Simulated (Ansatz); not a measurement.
Geometry optimisation, Ansatz 0.2.0, RKS CAM-B3LYP-D4/def2-SVP.

Input:

```yaml
crystal:
  periodic: [false, false, false]
  atoms:
    - { symbol: Al, position_ang: [0.0, 0.0, 0.0] }
    - { symbol: F, position_ang: [0.0, 0.0, 2.04] }
    - { symbol: F, position_ang: [1.4635, 0.0, -0.845] }
    - { symbol: H, position_ang: [-1.351, 0.0, -0.78] }
    - { symbol: H, position_ang: [0.0777, -1.7634, 0.5865] }
    - { symbol: H, position_ang: [0.0582, -1.3201, 1.5347] }
basis:
  gaussian: { orbitals: def2-SVP }
hamiltonian:
  xc: cam_b3lyp
  dispersion: d4
relax:
  f_tol: 0.15
  max_steps: 25
  restrain:
    - { distance: [0, 4], at: 1.56, k: 30.0 }
    - { distance: [5, 1], at: 0.92, k: 30.0 }
    - { distance: [0, 1], at: 2.89, k: 30.0 }
    - { distance: [5, 4], at: 1.86, k: 30.0 }
output:
  orbitals: {}
```

Run as:

```bash
$ ansatz run input.yaml --threads 1 --pin off --max-ram 2048MiB --backend cpu --events-out ev --progress --plain --runs-dir out
```

Task: Where does it end, and by what steps?

Result: It converged. The restraints hold the end off the free minimum. After 9 steps the energy has fallen by 0.215 eV (the restraints' own energy left out); Al1 moved furthest, 0.65 Å. Parted: Al1–F2 (2.04 → 2.88 Å). Joined: F2–H6 (1.41 → 0.93 Å).

```json
{"step": "0", "energy less start (eV)": "0.0000", "largest force component (eV/Å)": "2.769", "accepted": "yes"}
{"step": "1", "energy less start (eV)": "0.6186", "largest force component (eV/Å)": "2.726", "accepted": "yes"}
{"step": "2", "energy less start (eV)": "0.2556", "largest force component (eV/Å)": "2.633", "accepted": "yes"}
{"step": "3", "energy less start (eV)": "0.0167", "largest force component (eV/Å)": "1.911", "accepted": "yes"}
{"step": "4", "energy less start (eV)": "-0.1419", "largest force component (eV/Å)": "0.805", "accepted": "yes"}
{"step": "5", "energy less start (eV)": "-0.1617", "largest force component (eV/Å)": "0.639", "accepted": "yes"}
{"step": "6", "energy less start (eV)": "-0.1470", "largest force component (eV/Å)": "2.236", "accepted": "no"}
{"step": "7", "energy less start (eV)": "-0.2029", "largest force component (eV/Å)": "0.332", "accepted": "yes"}
{"step": "8", "energy less start (eV)": "-0.2110", "largest force component (eV/Å)": "0.565", "accepted": "yes"}
{"step": "9", "energy less start (eV)": "-0.2148", "largest force component (eV/Å)": "0.346", "accepted": "yes"}
```

```xyz
6
Properties=species:S:1:pos:R:3
Al -0.015 -0.452 -0.464
F 0.014 -0.196 2.399
F 1.439 0.195 -0.934
H -1.343 0.218 -0.949
H 0.069 -1.773 0.378
H 0.085 -1.075 2.106
```

Time of the run: 17 s on 1 thread of Arm Neoverse V1, with other jobs on the host, peak memory 0.12 GiB.
